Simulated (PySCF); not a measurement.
Predicted microwave data (PBE0/def2-SVPD in PySCF (dipole) on a GFN2-xTB geometry, gas phase) for one isomer of C5H7P:

```
Rotational constants : A = 3248, B = 2839, C = 1784 MHz
Dipole components    : |μa| = 0.27 D, |μb| = 0.05 D, |μc| = 1.21 D
Inertial defect      : -50.30 u·Å²
κ                    : 0.44
```

Task: Which structure is it? (One computed conformer of each.)
A. `[CH:1]#[C:2][P:3]1[CH2:4][CH2:5][CH2:6]1` with C2–P3–C4–C5 80°, P3–C4–C5–C6 19°, C4–C5–C6–P3 -19°, C2–P3–C6–C5 -80°
B. `[CH:1]#[C:2][P:3]([CH3:4])[CH:5]=[CH2:6]` with C2–P3–C5–C6 22°
C. `c1c([pH]cc1)C`

Result: B. It is C#CP(C)C=C, an asymmetric top, point group C1. The candidates at the same level (rigid rotor, commonest isotopes):

| SMILES | A (MHz) | B (MHz) | C (MHz) | μa (D) | μb (D) | μc (D) | Δ (u·Å²) | point group | rotor |
| --- | --- | --- | --- | --- | --- | --- | --- | --- | --- |
| C#CP(C)C=C | 3248 | 2839 | 1784 | 0.27 | 0.05 | 1.21 | -50.30 | C1 | asymmetric top |
| Cc1ccc[pH]1 | 4890 | 3015 | 1914 | 0.42 | 0.66 | 0.53 | -6.88 | – | asymmetric top |
| C#CP1CCC1 | 5034 | 2316 | 2194 | 0.85 | 1.25 | 0.00 | -88.19 | Cs | near-prolate asymmetric top |

`Cc1ccc[pH]1` has A 51 % too high; `C#CP1CCC1` has A 55 % too high. No structure here is proved a minimum.
